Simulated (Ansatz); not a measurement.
`[BH]S` radical, charge 0, multiplicity 2.

(1) Give a relaxed structure at PBE0-D4/def2-TZVP (Ansatz 0.2.0). (An estimate is asked.)

Answers

(1) Computed: 
Cartesian coordinates in Å:
```
B -0.065 0.689 0.601
S 0.015 0.327 -1.092
H -0.055 0.010 1.575
H 0.105 -1.027 -1.085
```
Point group Cs.
